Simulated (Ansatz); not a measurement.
Ansatz (a quantum-chemistry and plane-wave program) input (HF/6-31G*):

Ansatz 0.2 input:
```yaml
crystal:
  periodic: [false, false, false]
  atoms:
    - {symbol: C, position_ang: [0.08837911, 0.08579245, 0.08813120]}
    - {symbol: H, position_ang: [-0.59583251, -0.58847006, 0.64981294]}
    - {symbol: H, position_ang: [0.64811021, -0.59179503, -0.59439216]}
    - {symbol: H, position_ang: [-0.58255235, 0.66551036, -0.58420799]}
basis:
  gaussian:
    orbitals: 6-31G*
hamiltonian:
  xc: {name: HF}
total_charge: -1
relax: {f_tol: 0.003, max_steps: 120}
```

Output:

```
Functional definition: HF
integrals: 0.00 GiB planned
262 factors; integrals over basis functions are off by at most 4.5e-4 eV
mean field: 0.04 GiB planned
mean field evaluation 1: about -1073.3715 eV, gradient 1.2e1 eV
mean field evaluation 2: about -1073.3703 eV, gradient 1.2e1 eV
mean field evaluation 4: about -1073.9272 eV, gradient 8.2e-1 eV
mean field evaluation 8: about -1073.9339 eV, gradient 7.3e-3 eV
mean field -1073.93391856 eV, -39.4663435687 hartree, gradient 2.8e-5 eV, S^2 0.000000; 0 other end points of the search recorded, 0 dependent functions left out
the calculation of the forces begins
reference -1073.93391856 eV, -39.4663435687 hartree; 5, 5 occupied and 16, 16 virtual orbitals, 262 factors
relax step   1: F+E_penalty+E_count = -1073.93391856 eV  Δ(F+E_penalty+E_count) = +0.000e0 eV  max|allowed force component| = 3.285e-1 eV/Å  Δτ_max = 0.0000 Å  (26 SCF iters, accepted)
these checks for a lower state are left out or cut short: starts, cluster_reference, orbital_swaps, neighbouring_geometries, increment
integrals: 0.00 GiB planned
262 factors; integrals over basis functions are off by at most 4.6e-4 eV
mean field: 0.04 GiB planned
mean field evaluation 16: about -1073.9466 eV, gradient 7.5e-5 eV
mean field -1073.94655281 eV, -39.4668078687 hartree, gradient 7.5e-5 eV, S^2 0.000000; 0 other end points of the search recorded, 0 dependent functions left out
the calculation of the forces begins
reference -1073.94655281 eV, -39.4668078687 hartree; 5, 5 occupied and 16, 16 virtual orbitals, 262 factors
relax step   2: F+E_penalty+E_count = -1073.94655281 eV  Δ(F+E_penalty+E_count) = -1.263e-2 eV  max|allowed force component| = 9.153e-2 eV/Å  Δτ_max = 0.0297 Å  (21 SCF iters, accepted)
these checks for a lower state are left out or cut short: starts, cluster_reference, orbital_swaps, neighbouring_geometries, increment
integrals: 0.00 GiB planned
262 factors; integrals over basis functions are off by at most 4.7e-4 eV
mean field: 0.04 GiB planned
mean field -1073.94735988 eV, -39.4668375278 hartree, gradient 7.5e-5 eV, S^2 0.000000; 0 other end points of the search recorded, 0 dependent functions left out
the calculation of the forces begins
reference -1073.94735988 eV, -39.4668375278 hartree; 5, 5 occupied and 16, 16 virtual orbitals, 262 factors
relax step   3: F+E_penalty+E_count = -1073.94735988 eV  Δ(F+E_penalty+E_count) = -8.071e-4 eV  max|allowed force component| = 2.396e-2 eV/Å  Δτ_max = 0.0043 Å  (22 SCF iters, accepted)
these checks for a lower state are left out or cut short: starts, cluster_reference, orbital_swaps, neighbouring_geometries, increment
integrals: 0.00 GiB planned
262 factors; integrals over basis functions are off by at most 4.6e-4 eV
mean field: 0.04 GiB planned
mean field -1073.94742054 eV, -39.4668397573 hartree, gradient 7.5e-5 eV, S^2 0.000000; 0 other end points of the search recorded, 0 dependent functions left out
the calculation of the forces begins
reference -1073.94742054 eV, -39.4668397573 hartree; 5, 5 occupied and 16, 16 virtual orbitals, 262 factors
relax step   4: F+E_penalty+E_count = -1073.94742054 eV  Δ(F+E_penalty+E_count) = -6.067e-5 eV  max|allowed force component| = 1.387e-4 eV/Å  Δτ_max = 0.0009 Å  (22 SCF iters, accepted)
integrals: 0.00 GiB planned
262 factors; integrals over basis functions are off by at most 4.6e-4 eV
mean field: 0.04 GiB planned
mean field evaluation 32: about -1073.3801 eV, gradient 1.2e1 eV
mean field -1073.94742054 eV, -39.4668397573 hartree, gradient 7.5e-5 eV, S^2 0.000000; 1 other end points of the search recorded, 0 dependent functions left out
the calculation of the forces begins
reference -1073.94742054 eV, -39.4668397573 hartree; 5, 5 occupied and 16, 16 virtual orbitals, 262 factors
Total energy: -1073.94742054 eV, -39.4668397573 hartree
Atom 0 at     0.107361     0.104219     0.107060 Å, force    -0.000028    -0.000027    -0.000028 eV/Å
Atom 1 at    -0.596591    -0.589072     0.632526 Å, force     0.000083     0.000083    -0.000136 eV/Å
Atom 2 at     0.630821    -0.592353    -0.595145 Å, force    -0.000136     0.000083     0.000083 eV/Å
Atom 3 at    -0.583487     0.648244    -0.585096 Å, force     0.000081    -0.000139     0.000081 eV/Å
Dipole moment:    -0.223921    -0.217367    -0.223293 e Å
```

The dipole moment of an ion depends on the origin.
